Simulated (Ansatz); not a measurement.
**Worked example: HBCl⁺, triplet against HBCl, doublet**

Geometry (PBE0/def2-TZVP stationary point of a doublet), kept for both states (HBCl, doublet: A'; HBCl⁺, triplet: A'):

```xyz
3

B     0.0000   -0.1861    1.2546
Cl    0.0000    0.0365   -0.4405
H     0.0000    0.7137    2.0386
```

Basis 6-31G; Ansatz 0.2.0. Correlated methods freeze the noble-gas cores. Prefix R: restricted or restricted open-shell reference; prefix U: unrestricted.

Full CI is exact within this basis and frozen core; it isn't the basis-set limit. The frozen core follows each run's orbitals, which can shift R against U totals by a few meV.

| level | E(HBCl, doublet) (hartree) | E(HBCl⁺, triplet) (hartree) |
| --- | --- | --- |
| UHF | -484.672583 | -484.242258 |
| UMP2 | -484.751770 | -484.301047 |
| UCCSD(T) | -484.770269 | -484.321372 |
| PBE | -485.310388 | -484.847723 |
| B3LYP | -485.563075 | -485.094875 |
| full CI | -484.770762 | -484.322262 |

Problem. Give the vertical gap, HBCl⁺ triplet less HBCl doublet, at each level in eV (1 hartree = 27.2114 eV), and each error against full CI.

Solution. full CI: (-484.322262 − (-484.770762)) × 27.2114 = 12.204 eV (the reference)
B3LYP: (-485.094875 − (-485.563075)) × 27.2114 = 12.740 eV, error 0.536 eV
PBE: (-484.847723 − (-485.310388)) × 27.2114 = 12.590 eV, error 0.386 eV
UCCSD(T): (-484.321372 − (-484.770269)) × 27.2114 = 12.215 eV, error 0.011 eV
UMP2: (-484.301047 − (-484.751770)) × 27.2114 = 12.265 eV, error 0.061 eV
UHF: (-484.242258 − (-484.672583)) × 27.2114 = 11.710 eV, error -0.494 eV

Total energies of functionals can't be set beside those of wave-function methods, since they hold the core's correlation and their own absolute errors; only the differences compare.

The set has no polarisation functions, so the order and spacing of states can differ from the basis-set limit.

In so small a basis the reference is far from its limit while semilocal and hybrid functionals are nearer theirs, so the functionals' errors here hold much of the reference's basis and frozen-core error, which can add to them or hide them.

Each level lands on the state that its own search finds. T1 diagnostics of restricted CCSD: 0.020 and 0.034.
